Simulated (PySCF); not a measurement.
Theory: core-valence-separated Tamm–Dancoff BHandHLYP/aug-pcX-1 (pcseg-1 on H) in PySCF, non-relativistic, gas phase, PBE0-D3(BJ)/def2-SVP geometry. The energies are unshifted.

Main lines of an unknown, eV (oscillator strength): C K: 284.5 (0.130), 286.8 (0.014), 287.2 (0.026), 287.3 (0.038), 287.4 (0.038); N K: 397.5 (0.032), 397.6 (0.093), 400.1 (0.041), 401.9 (0.010), 402.4 (0.020). Listed: the first five lines at most of each edge with a tenth or more of its strongest line's intensity; roots within 0.03 eV on the same or equivalent atoms are summed. Only the lowest roots were sought, and the top ones are left out.

Question: Which candidate gives them?
A. `Nc1cn[nH]c1`
B. `Cn1ccnn1`
C. `Cn1cnnc1`
D. `Cn1cncn1`

Answer: C. 

- `Cn1cnnc1`: C K: 284.5 (0.130), 286.8 (0.014), 287.2 (0.026), 287.3 (0.038), 287.4 (0.038); N K: 397.5 (0.032), 397.6 (0.093), 400.1 (0.041), 401.9 (0.010), 402.4 (0.020). First C line listed at 284.5 eV, hole on the aromatic CH next to a ring nitrogen; first N line listed at 397.5 eV, hole on the pyridine-type nitrogen.
- `Cn1ccnn1`: C K: 284.2 (0.042), 284.2 (0.082), 286.5 (0.015), 286.7 (0.019), 286.7 (0.016); N K: 397.4 (0.062), 398.0 (0.064), 400.0 (0.045), 403.1 (0.037). First C line listed at 284.2 eV, hole on the aromatic CH next to a ring nitrogen (1s→π*); first N line listed at 397.4 eV, hole on the pyridine-type nitrogen.
- `Nc1cn[nH]c1`: C K: 284.1 (0.052), 284.4 (0.055), 285.0 (0.071), 286.2 (0.018), 286.3 (0.014); N K: 397.7 (0.060), 399.6 (0.010), 400.2 (0.041), 400.5 (0.034), 401.4 (0.020). First C line listed at 284.1 eV, hole on the aromatic CH next to a ring nitrogen (1s→π*); first N line listed at 397.7 eV, hole on the pyridine-type nitrogen.
- `Cn1cncn1`: C K: 284.3 (0.063), 284.5 (0.073), 286.7 (0.016), 287.1 (0.018), 287.4 (0.032); N K: 397.5 (0.058), 397.9 (0.058), 400.2 (0.044), 402.2 (0.025), 402.5 (0.008). First C line listed at 284.3 eV, hole on the aromatic CH next to a ring nitrogen (1s→π*); first N line listed at 397.5 eV, hole on the pyridine-type nitrogen.

One conformer each; other structures than these candidates weren't tested.
